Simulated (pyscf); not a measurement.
PySCF, gas phase, ωB97X-D3(BJ)/def2-SVP geometries. MP2 and CC: frozen core, UHF for open shells. ΔMP2 is the change of the MP2 total energy from the triple- to the quadruple-zeta basis.

SMILES: C[CH2][Ga]=[O]
```xyz
9

C     -0.9176    -0.7979     1.0100
C     -1.4647    -0.6136    -0.4117
Ga    -0.5202     0.7325    -1.4320
O      0.2836     1.8768    -2.2905
H     -0.9819     0.1326     1.5957
H     -1.4875    -1.5694     1.5521
H      0.1383    -1.1111     1.0033
H     -1.4075    -1.5521    -0.9871
H     -2.5263    -0.3173    -0.3963
```
Charge 0, spin multiplicity 1.

**Question.** What is the homolytic dissociation enthalpy (298 K, CCSD(T)/def2-TZVPP + ΔMP2(QZVPP)) of the C–C bond of H₃C–CH₂–Ga=O, to CH₃• + •H₂C–Ga=O?

**Answer.** C–C to CH₃• + •H₂C–Ga=O: 86.2 kcal/mol. The radicals are drawn with the spin at the cut bond; how far it spreads was not checked. Other isomers of •H₂C–Ga=O were not searched in full and may lie lower. The CCSD(T) − MP2 part came from Ansatz, without density fitting, on the same reference. The frozen core leaves the outer d or s,p core shells of the metals and heavy elements correlated in the MP2 and CC values, and def2-TZVPP describes them poorly, which can shift differences by a few kcal/mol. Elements up to Kr have no core potential and no relativistic terms here.
